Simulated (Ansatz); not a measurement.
**C₃H₄FNS: one species, many methods**

Aim: compute C₃H₄FNS with functionals from several rungs and with coupled cluster, and see how far each lands from CCSD(T) at the basis-set limit for the atomisation energy.

Method: functionals in def2-TZVPP, the program's frozen cores in correlated methods; program: Ansatz 0.2.0, Gaussian basis.

Levels to be run: PBE-D4, r2SCAN-D4, PBE0-D4, B3LYP-D4, ωB97X-V, ωB97M-V, B2PLYP; CCSD(T)/def2-TZVPP; MP2/def2-QZVPP; extrapolation to the limit.

## (1) The geometry

All runs share one geometry, relaxed beforehand with PBE0-D4 in a triple-zeta def2 set.

10 atoms, charge 0, spin multiplicity 1.

Atoms are counted from 1 here; the program's logs count them from 0.

Bond lengths: C1–C2 1.198 Å, C1–H7 1.065 Å, C2–C3 1.458 Å, C3–N4 1.412 Å, C3–F5 1.383 Å, C3–S6 1.840 Å, N4–H8 1.010 Å, N4–H9 1.007 Å, S6–H10 1.343 Å. Angles: C2–C1–H7 179.7°, C1–C2–C3 179.8°, C2–C3–N4 111.1°, C2–C3–F5 108.4°, C2–C3–S6 110.7°, N4–C3–F5 109.2°, N4–C3–S6 110.3°, F5–C3–S6 107.0°, C3–N4–H8 113.4°, C3–N4–H9 113.3°, H8–N4–H9 112.1°, C3–S6–H10 96.4°.

## (2) PBE-D4 (GGA)

File in.yaml:

```yaml
crystal:
  periodic: [false, false, false]
  atoms:
    - {symbol: C, position_ang: [-0.090411, 0.335502, -2.166608]}
    - {symbol: C, position_ang: [0.080812, 0.091910, -1.005956]}
    - {symbol: C, position_ang: [0.284709, -0.200683, 0.407646]}
    - {symbol: N, position_ang: [-0.652466, -1.149240, 0.871482]}
    - {symbol: F, position_ang: [1.561380, -0.707626, 0.568679]}
    - {symbol: S, position_ang: [0.186324, 1.338728, 1.410002]}
    - {symbol: H, position_ang: [-0.238806, 0.555141, -3.197770]}
    - {symbol: H, position_ang: [-0.793920, -1.116661, 1.871208]}
    - {symbol: H, position_ang: [-1.522989, -1.129963, 0.364726]}
    - {symbol: H, position_ang: [1.268568, 1.931694, 0.879590]}
basis:
  gaussian: {orbitals: def2-TZVPP}
hamiltonian: {xc: pbe, dispersion: d4}
output: {forces: true, orbitals: {seedname: orbitals}}
```

Run with:

```bash
$ ansatz run in.yaml --threads 4 --pin off --events-out ev --progress --plain --max-ram 10444MiB
```

Standard output (excerpt; [...] marks lines left out):

```text
Functional definition: PBE
  name "PBE"
  cite "Perdew, Burke & Ernzerhof, Phys. Rev. Lett. 77, 3865 (1996) doi:10.1103/PhysRevLett.77.3865"
  parent pbe
[...]
1371 factors; their error is unknown
[...]
mean field -18206.47522861 eV, -669.0756238592 hartree, gradient 5.2e-5 eV, S^2 0.000000; 0 other end points of the search recorded, 0 dependent functions left out
[...]
reference -18206.47526499 eV, -669.0756251960 hartree; 27, 27 occupied and 226, 226 virtual orbitals, 1371 factors
Total energy: -18206.71308757 eV, -669.0843650148 hartree
Atom 0 at    -0.090411     0.335502    -2.166608 Å, force    -0.143055     0.202999    -0.997166 eV/Å
Atom 1 at     0.080812     0.091910    -1.005956 Å, force     0.116466    -0.181799     1.018839 eV/Å
Atom 2 at     0.284709    -0.200683     0.407646 Å, force    -0.394330     0.148539    -0.333151 eV/Å
Atom 3 at    -0.652466    -1.149240     0.871482 Å, force     0.039622    -0.280485    -0.025519 eV/Å
Atom 4 at     1.561380    -0.707626     0.568679 Å, force     0.816083    -0.320821     0.102404 eV/Å
Atom 5 at     0.186324     1.338728     1.410002 Å, force    -0.258982     0.263537     0.345968 eV/Å
Atom 6 at    -0.238806     0.555141    -3.197770 Å, force    -0.026086     0.044017    -0.202105 eV/Å
Atom 7 at    -0.793920    -1.116661     1.871208 Å, force    -0.066462     0.007743     0.354042 eV/Å
Atom 8 at    -1.522989    -1.129963     0.364726 Å, force    -0.307708    -0.014993    -0.164046 eV/Å
Atom 9 at     1.268568     1.931694     0.879590 Å, force     0.224452     0.131264    -0.099267 eV/Å
Dipole moment:    -0.360223     0.117633    -0.138879 e Å
```

Wall time 2 s (4 threads of Arm Neoverse V2, shared host); peak memory 0.33 GiB.

With the free atoms at this level, -18164.308 eV in sum, the atomisation energy is 4091.5 kJ/mol. HOMO -6.06 eV, LUMO -1.35 eV.

## (3) r2SCAN-D4 (meta-GGA)

in.yaml, as its differences from that of step 2:

```diff
@@ -15,3 +15,3 @@
   gaussian: {orbitals: def2-TZVPP}
-hamiltonian: {xc: pbe, dispersion: d4}
+hamiltonian: {xc: r2scan, dispersion: d4}
 output: {forces: true, orbitals: {seedname: orbitals}}
```

Same command.

Standard output (excerpt; [...] marks lines left out):

```text
Functional definition: r2SCAN
  name "r2SCAN"
  cite "Furness, Kaplan, Ning, Perdew & Sun, J. Phys. Chem. Lett. 11, 8208 (2020) doi:10.1021/acs.jpclett.0c02405"
  cite "Furness, Kaplan, Ning, Perdew & Sun, J. Phys. Chem. Lett. 11, 9248 (2020) doi:10.1021/acs.jpclett.0c03077"
  parent r2scan
[...]
1371 factors; their error is unknown
[...]
mean field -18214.90308385 eV, -669.3853418268 hartree, gradient 6.9e-5 eV, S^2 0.000000; 0 other end points of the search recorded, 0 dependent functions left out
[...]
reference -18214.90309434 eV, -669.3853422121 hartree; 27, 27 occupied and 226, 226 virtual orbitals, 1371 factors
Total energy: -18214.96190897 eV, -669.3875036100 hartree
Atom 0 at    -0.090411     0.335502    -2.166608 Å, force    -0.059236     0.085878    -0.415242 eV/Å
Atom 1 at     0.080812     0.091910    -1.005956 Å, force     0.057071    -0.077419     0.340529 eV/Å
Atom 2 at     0.284709    -0.200683     0.407646 Å, force    -0.291045     0.085879    -0.277775 eV/Å
Atom 3 at    -0.652466    -1.149240     0.871482 Å, force    -0.076376    -0.182726     0.041102 eV/Å
Atom 4 at     1.561380    -0.707626     0.568679 Å, force     0.401083    -0.160858     0.058018 eV/Å
Atom 5 at     0.186324     1.338728     1.410002 Å, force    -0.022570     0.221148     0.169607 eV/Å
Atom 6 at    -0.238806     0.555141    -3.197770 Å, force     0.011060    -0.012055     0.060621 eV/Å
Atom 7 at    -0.793920    -1.116661     1.871208 Å, force    -0.013550     0.014067     0.028583 eV/Å
Atom 8 at    -1.522989    -1.129963     0.364726 Å, force    -0.027707     0.011934     0.002653 eV/Å
Atom 9 at     1.268568     1.931694     0.879590 Å, force     0.021270     0.014152    -0.008095 eV/Å
Dipole moment:    -0.366638     0.126200    -0.154543 e Å
```

Wall time 3.9 s (4 threads of Arm Neoverse V2, shared host); peak memory 0.36 GiB.

Atomisation energy: 3929.5 kJ/mol (free atoms -18174.235 eV, run apart). HOMO -6.34 eV, LUMO -1.12 eV.

## (4) PBE0-D4 (hybrid)

in.yaml, as its differences from that of step 3:

```diff
@@ -15,3 +15,3 @@
   gaussian: {orbitals: def2-TZVPP}
-hamiltonian: {xc: r2scan, dispersion: d4}
-output: {forces: true, orbitals: {seedname: orbitals}}
+hamiltonian: {xc: pbe0, dispersion: d4}
+output: {orbitals: {seedname: orbitals}}
```

Same command.

Standard output:

```text
Functional definition: PBE0
  name "PBE0"
  cite "Adamo & Barone, J. Chem. Phys. 110, 6158 (1999) doi:10.1063/1.478522"
  cite "Perdew, Burke & Ernzerhof, Phys. Rev. Lett. 77, 3865 (1996) doi:10.1103/PhysRevLett.77.3865"
  parent pbe
  parameter a = 0.25
  parameter kappa = 0.804
  parameter beta = 0.06672455060314922
  exchange = (1 - a)*pbe_x(kappa = kappa, mu = beta*pi^2/3) + a*exact_x
  correlation = pbe_c(beta = beta)
1402 factors; their error is unknown
mean field evaluation 1: about -18199.7131 eV, gradient 6.2e1 eV
mean field evaluation 2: about -18196.2887 eV, gradient 7.2e1 eV
mean field evaluation 4: about -18207.4457 eV, gradient 4.7e0 eV
mean field evaluation 8: about -18207.4917 eV, gradient 1.4e-1 eV
mean field evaluation 16: about -18207.5165 eV, gradient 5.6e-4 eV
mean field -18207.51650315 eV, -669.1138899930 hartree, gradient 4.9e-5 eV, S^2 0.000000; 0 other end points of the search recorded, 0 dependent functions left out
reference -18207.51653057 eV, -669.1138910004 hartree; 27, 27 occupied and 226, 226 virtual orbitals, 1402 factors
Total energy: -18207.71688766 eV, -669.1212539879 hartree
```

Run time: 2.5 s. Hardware: 4 threads of Arm Neoverse V2, shared host; peak memory 0.63 GiB.

With the free atoms at this level, -18166.702 eV in sum, the atomisation energy is 3957.3 kJ/mol. HOMO -7.34 eV, LUMO -0.38 eV.

## (5) B3LYP-D4 (hybrid)

B3LYP here takes the VWN-RPA correlation.

in.yaml, as its differences from that of step 4:

```diff
@@ -15,3 +15,3 @@
   gaussian: {orbitals: def2-TZVPP}
-hamiltonian: {xc: pbe0, dispersion: d4}
-output: {orbitals: {seedname: orbitals}}
+hamiltonian: {xc: {name: B3LYP}, dispersion: d4}
+output: {forces: true, orbitals: {seedname: orbitals}}
```

Launched as before.

Standard output (excerpt; [...] marks lines left out):

```text
Functional definition: B3LYP
  name "B3LYP"
  cite "Stephens, Devlin, Chabalowski & Frisch, J. Phys. Chem. 98, 11623 (1994) doi:10.1021/j100096a001"
  cite "Becke, Phys. Rev. A 38, 3098 (1988) doi:10.1103/PhysRevA.38.3098"
  cite "Lee, Yang & Parr, Phys. Rev. B 37, 785 (1988) doi:10.1103/PhysRevB.37.785"
  cite "Vosko, Wilk & Nusair, Can. J. Phys. 58, 1200 (1980) doi:10.1139/p80-159"
[...]
1383 factors; their error is unknown
[...]
mean field -18219.99410759 eV, -669.5724334983 hartree, gradient 3.4e-5 eV, S^2 0.000000; 0 other end points of the search recorded, 0 dependent functions left out
[...]
reference -18219.99436023 eV, -669.5724427828 hartree; 27, 27 occupied and 226, 226 virtual orbitals, 1383 factors
Total energy: -18220.37768828 eV, -669.5865298288 hartree
Atom 0 at    -0.090411     0.335502    -2.166608 Å, force    -0.009722     0.013849    -0.060207 eV/Å
Atom 1 at     0.080812     0.091910    -1.005956 Å, force    -0.004328     0.011977    -0.169390 eV/Å
Atom 2 at     0.284709    -0.200683     0.407646 Å, force    -0.227247     0.106134    -0.244781 eV/Å
Atom 3 at    -0.652466    -1.149240     0.871482 Å, force    -0.188777    -0.158608     0.097533 eV/Å
Atom 4 at     1.561380    -0.707626     0.568679 Å, force     0.437249    -0.183150     0.052990 eV/Å
Atom 5 at     0.186324     1.338728     1.410002 Å, force     0.013261     0.276836     0.176200 eV/Å
Atom 6 at    -0.238806     0.555141    -3.197770 Å, force     0.016266    -0.022622     0.106698 eV/Å
Atom 7 at    -0.793920    -1.116661     1.871208 Å, force    -0.023275    -0.032673    -0.003160 eV/Å
Atom 8 at    -1.522989    -1.129963     0.364726 Å, force    -0.008467    -0.031080     0.026647 eV/Å
Atom 9 at     1.268568     1.931694     0.879590 Å, force    -0.004961     0.019337     0.017469 eV/Å
Dipole moment:    -0.376843     0.149858    -0.150796 e Å
```

Wall time 3.9 s (4 threads of Arm Neoverse V2, shared host); peak memory 0.73 GiB.

Atomisation energy: 3919.8 kJ/mol (free atoms -18179.752 eV, run apart). HOMO -7.10 eV, LUMO -0.63 eV.

## (6) ωB97X-V (range-separated)

in.yaml, as its differences from that of step 5:

```diff
@@ -15,3 +15,3 @@
   gaussian: {orbitals: def2-TZVPP}
-hamiltonian: {xc: {name: B3LYP}, dispersion: d4}
-output: {forces: true, orbitals: {seedname: orbitals}}
+hamiltonian: {xc: {name: wB97X-V}}
+output: {orbitals: {seedname: orbitals}}
```

Same command.

Standard output (excerpt; [...] marks lines left out):

```text
Functional definition: wB97X-V
  name "wB97X-V"
  cite "Mardirossian & Head-Gordon, Phys. Chem. Chem. Phys. 16, 9904 (2014) doi:10.1039/C3CP54374A"
  cite "Becke, J. Chem. Phys. 107, 8554 (1997) doi:10.1063/1.475007"
  cite "Vydrov & Van Voorhis, J. Chem. Phys. 133, 244103 (2010) doi:10.1063/1.3521275"
[...]
      + integral(e_c_pw_opposite_spin*poly(b97_u_opposite, cos0, cos1)) + vv10(b, c)
1378 factors; their error is unknown
302 factors; integrals over basis functions are off by at most 1.1e-5 eV
[...]
mean field -18215.48836059 eV, -669.4068503502 hartree, gradient 3.1e-5 eV, S^2 0.000000; 0 other end points of the search recorded, 0 dependent functions left out
reference -18215.48835877 eV, -669.4068502835 hartree; 27, 27 occupied and 226, 226 virtual orbitals, 1378 factors
Total energy: -18215.48835877 eV, -669.4068502835 hartree
```

It took 6 s on 4 threads of Arm Neoverse V2, shared host; peak memory 0.77 GiB.

With the free atoms at this level, -18174.770 eV in sum, the atomisation energy is 3928.8 kJ/mol. HOMO -9.74 eV, LUMO 1.81 eV.

## (7) ωB97M-V (range-separated)

in.yaml, as its differences from that of step 6:

```diff
@@ -15,3 +15,3 @@
   gaussian: {orbitals: def2-TZVPP}
-hamiltonian: {xc: {name: wB97X-V}}
-output: {orbitals: {seedname: orbitals}}
+hamiltonian: {xc: {name: wB97M-V}}
+output: {forces: true, orbitals: {seedname: orbitals}}
```

Launched as before.

Standard output (excerpt; [...] marks lines left out):

```text
Functional definition: wB97M-V
  name "wB97M-V"
  cite "Mardirossian & Head-Gordon, J. Chem. Phys. 144, 214110 (2016) doi:10.1063/1.4952647"
  cite "Becke, J. Chem. Phys. 107, 8554 (1997) doi:10.1063/1.475007"
  cite "Vydrov & Van Voorhis, J. Chem. Phys. 133, 244103 (2010) doi:10.1063/1.3521275"
  # Of w^i u^j: cxij and so on, Table III.
[...]
  gx(w, u) = 1 - cx + cx01*u + cx10*w
  gss(w, u) = css00 + css04*u^4 + css10*w + css20*w^2 + css43*w^4*u^3
  gos(w, u) = cos00 + cos10*w + (cos20 + cos21*u)*w^2 + (cos60 + cos61*u)*w^6
[...]
      + integral(e_c_pw_mod_opposite_spin*gos(b97_w_opposite, b97_u_opposite)) + vv10(b, c)
1378 factors; their error is unknown
302 factors; integrals over basis functions are off by at most 1.1e-5 eV
[...]
Atom 0 at    -0.090411     0.335502    -2.166608 Å, force     0.020073    -0.033213     0.173600 eV/Å
Atom 1 at     0.080812     0.091910    -1.005956 Å, force    -0.051958     0.076693    -0.539214 eV/Å
Atom 2 at     0.284709    -0.200683     0.407646 Å, force     0.003646     0.234573     0.195946 eV/Å
Atom 3 at    -0.652466    -1.149240     0.871482 Å, force    -0.162469    -0.151134     0.083834 eV/Å
Atom 4 at     1.561380    -0.707626     0.568679 Å, force     0.159767    -0.070030     0.007868 eV/Å
Atom 5 at     0.186324     1.338728     1.410002 Å, force     0.079099     0.031795    -0.010686 eV/Å
Atom 6 at    -0.238806     0.555141    -3.197770 Å, force     0.012061    -0.018967     0.078905 eV/Å
Atom 7 at    -0.793920    -1.116661     1.871208 Å, force    -0.003223     0.001415    -0.041780 eV/Å
Atom 8 at    -1.522989    -1.129963     0.364726 Å, force     0.023932    -0.008365     0.024286 eV/Å
Atom 9 at     1.268568     1.931694     0.879590 Å, force    -0.080928    -0.062767     0.027241 eV/Å
Dipole moment:    -0.374014     0.160247    -0.156730 e Å
```

Wall time 8.5 s (4 threads of Arm Neoverse V2, shared host); peak memory 0.93 GiB.

Atomisation energy: 3944.0 kJ/mol (free atoms -18175.688 eV, run apart). HOMO -9.57 eV, LUMO 1.62 eV.

## (8) B2PLYP (double hybrid)

in.yaml, as its differences from that of step 7:

```diff
@@ -15,3 +15,2 @@
   gaussian: {orbitals: def2-TZVPP}
-hamiltonian: {xc: {name: wB97M-V}}
-output: {forces: true, orbitals: {seedname: orbitals}}
+hamiltonian: {xc: {name: B2PLYP}}
```

Launched as before.

Standard output (excerpt; [...] marks lines left out):

```text
Functional definition: B2PLYP
  name "B2PLYP"
  cite "Grimme, J. Chem. Phys. 124, 034108 (2006) doi:10.1063/1.2148954"
  cite "Becke, Phys. Rev. A 38, 3098 (1988) doi:10.1103/PhysRevA.38.3098"
  cite "Lee, Yang & Parr, Phys. Rev. B 37, 785 (1988) doi:10.1103/PhysRevB.37.785"
[...]
1537 factors; integrals over basis functions are off by at most 1.1e-3 eV
[...]
mean field -18200.84944973 eV, -668.8688802988 hartree, gradient 6.2e-6 eV, S^2 0.000000; 0 other end points of the search recorded, 0 dependent functions left out
10 core orbitals not correlated: weight in the atoms' cores, before any rotation towards them, 1.000 or more for the frozen orbitals, at most 0.000 for the correlated occupied ones
reference -18200.84961038 eV, -668.8688862024 hartree; 17, 17 occupied and 226, 226 virtual orbitals, 1537 factors
second order -36.49689140 eV of doubles, -0.00000000 eV of singles
Total energy: -18210.70377106 eV, -669.2310199279 hartree
```

Run time: 4.7 s. Hardware: 4 threads of Arm Neoverse V2, shared host; peak memory 0.68 GiB.

With the free atoms at this level, -18170.508 eV in sum, the atomisation energy is 3878.3 kJ/mol.

## (9) Orbital energies across the functionals

Dipoles come from the runs that computed forces. Levels are read from the orbital files that the runs wrote:

```
functional  HOMO (eV)  LUMO (eV)  gap (eV)  dipole (D)
    PBE-D4      -6.06      -1.35      4.72        1.94
 r2SCAN-D4      -6.34      -1.12      5.23        2.00
   PBE0-D4      -7.34      -0.38      6.96            
  B3LYP-D4      -7.10      -0.63      6.47        2.08
   ωB97X-V      -9.74       1.81     11.55            
   ωB97M-V      -9.57       1.62     11.20        2.09
```

## (10) CCSD(T) in def2-TZVPP

in.yaml, as its differences from that of step 8:

```diff
@@ -15,2 +15,2 @@
   gaussian: {orbitals: def2-TZVPP}
-hamiltonian: {xc: {name: B2PLYP}}
+correlation: {method: ccsd_t}
```

Launched as before.

Standard output (excerpt; [...] marks lines left out):

```text
Functional definition: HF
  name "HF"
  cite "Fock, Z. Phys. 61, 126 (1930) doi:10.1007/BF01340294"
  parent pbe
[...]
1537 factors; integrals over basis functions are off by at most 1.1e-3 eV
[...]
mean field -18160.59085413 eV, -667.3894041988 hartree, gradient 2.1e-6 eV, S^2 0.000000; 0 other end points of the search recorded, 0 dependent functions left out
10 core orbitals not correlated: weight in the atoms' cores, before any rotation towards them, 1.000 or more for the frozen orbitals, at most 0.000 for the correlated occupied ones
reference -18160.59085413 eV, -667.3894041988 hartree; 17, 17 occupied and 226, 226 virtual orbitals, 1537 factors
second order -29.96885103 eV of doubles, -0.00000000 eV of singles
cycle   1  -29.87293005 eV  change    9.6e-2 eV  update   1.2e-1
[...]
cycle  10  -30.79603239 eV  change    5.1e-6 eV  update   1.7e-5
perturbative correction -1.39241479 eV, -0.0511702995 hartree
Total energy: -18192.77930131 eV, -668.5723078145 hartree
```

It took 2.5 min on 4 threads of Arm Neoverse V2, shared host; peak memory 5.9 GiB.

## (11) MP2 in def2-QZVPP

in.yaml, as its differences from that of step 10:

```diff
@@ -14,3 +14,3 @@
 basis:
-  gaussian: {orbitals: def2-TZVPP}
-correlation: {method: ccsd_t}
+  gaussian: {orbitals: "def2-QZVPP.json"}
+correlation: {method: mp2}
```

The command is unchanged.

Standard output:

```text
Functional definition: HF
  name "HF"
  cite "Fock, Z. Phys. 61, 126 (1930) doi:10.1007/BF01340294"
  parent pbe
  exchange = exact_x
  correlation = 0
2888 factors; integrals over basis functions are off by at most 1.1e-3 eV
mean field evaluation 1: about -18156.4590 eV, gradient 4.4e1 eV
mean field evaluation 2: about -18156.6873 eV, gradient 4.4e1 eV
mean field evaluation 4: about -18161.1288 eV, gradient 4.7e0 eV
mean field evaluation 8: about -18161.2103 eV, gradient 5.2e-1 eV
mean field -18161.21152779 eV, -667.4122135350 hartree, gradient 1.8e-6 eV, S^2 0.000000; 0 other end points of the search recorded, 0 dependent functions left out
10 core orbitals not correlated: weight in the atoms' cores, before any rotation towards them, 1.000 or more for the frozen orbitals, at most 0.000 for the correlated occupied ones
reference -18161.21152779 eV, -667.4122135350 hartree; 17, 17 occupied and 448, 448 virtual orbitals, 2888 factors
second order -32.29013705 eV of doubles, -0.00000000 eV of singles
Total energy: -18193.50166484 eV, -668.5988541844 hartree
```

Wall time 18 s (4 threads of Arm Neoverse V2, shared host); peak memory 3 GiB.

Energy pieces by basis (eV):

| basis | HF | MP2 correlation | CCSD correlation | (T) | total |
| --- | --- | --- | --- | --- | --- |
| def2-TZVPP | -18160.5909 | -29.9689 | -30.7960 | -1.3924 | -18192.7793 |
| def2-QZVPP | -18161.2115 | -32.2901 |  |  | -18193.5017 (MP2) |

The report of the def2-TZVPP run gives T1 = 0.0126.

## (12) The basis-set limit

This step is arithmetic on the last runs, with X = 3 and 4: exp(−7.88√X) for Hartree-Fock, X^−2.97 for correlation; only MP2 was run in the larger set, so CCSD(T) minus MP2 is added from the smaller one.

```
  level  energy at the limit (eV)
     HF               -18161.2970
    MP2               -18195.3066
   CCSD               -18196.1338
CCSD(T)               -18197.5262
```

## (13) Atomisation energies

Free atoms (3 C, 1 N, 1 F, 1 S, 4 H) were run apart at each level; the atomisation energy is their sum less the molecule, without zero-point or spin-orbit terms.

Differences are taken before rounding.

```csv
method,rung,atomisation energy (kJ/mol),from CCSD(T)/CBS (kJ/mol),time
PBE-D4,GGA,4091.5,+179.2,2 s
r2SCAN-D4,meta-GGA,3929.5,+17.3,3.9 s
PBE0-D4,hybrid,3957.3,+45.0,2.5 s
B3LYP-D4,hybrid,3919.8,+7.5,3.9 s
ωB97X-V,range-separated,3928.8,+16.5,6 s
ωB97M-V,range-separated,3944.0,+31.7,8.5 s
B2PLYP,double hybrid,3878.3,-33.9,4.7 s
HF/def2-TZVPP,wavefunction,2615.5,-1296.8,
MP2/def2-TZVPP,wavefunction,3912.0,-0.3,
CCSD/def2-TZVPP,wavefunction,3695.7,-216.6,
CCSD(T)/def2-TZVPP,wavefunction,3786.6,-125.7,2.5 min
MP2/CBS,wavefunction,4037.7,+125.4,
CCSD(T)/CBS,wavefunction,3912.3,0,2.8 min
```

Among the levels timed on like hardware and quicker than the yardstick, those that no quicker one beats, quickest first: PBE-D4 (2 s, +179.2 kJ/mol); PBE0-D4 (2.5 s, +45.0 kJ/mol); r2SCAN-D4 (3.9 s, +17.3 kJ/mol); B3LYP-D4 (3.9 s, +7.5 kJ/mol).

B2PLYP carry no dispersion term (for B3LYP, D4 adds 37.0 kJ/mol).

Times are those of the molecule's run; HF, MP2 and CCSD come out of the CCSD(T) runs, and the limit's time is the sum of the runs that it needs.

## (14) Summary of results

```
                               quantity                                 value
        atomisation energy, CCSD(T)/CBS                         3912.3 kJ/mol
 functionals within 19.6 kJ/mol (0.5 %)          r2SCAN-D4, B3LYP-D4, ωB97X-V
                               farthest                PBE-D4 (+179.2 kJ/mol)
             mean size of error, hybrid                           26.3 kJ/mol
    mean size of error, range-separated                           24.1 kJ/mol
              gap, smallest and largest  4.72 eV (PBE-D4), 11.55 eV (ωB97X-V)
                          T1 diagnostic                                0.0126
triples share of the correlation energy                                 4.3 %
```

PBE-D4 misses by +179.2 kJ/mol. Double hybrids carry the basis error of their MP2 part in triple zeta, and no dispersion term here, so their miss is partly the set-up's. Misses under about 19.6 kJ/mol are within the doubt on the reference itself, which lacks core-valence correlation, relativity and higher excitations. Hartree-Fock recovers 67 % of the binding; the rest is correlation. The gap grows from 4.7 to 11.6 eV across the functionals, mostly with the share of exact exchange.

For cost: B3LYP-D4 gets within 7.5 kJ/mol in 3.9 s, where CCSD(T)/CBS took 2.8 min; the quickest level in the cost chart, PBE-D4, takes 2 s and misses by 179.2 kJ/mol.
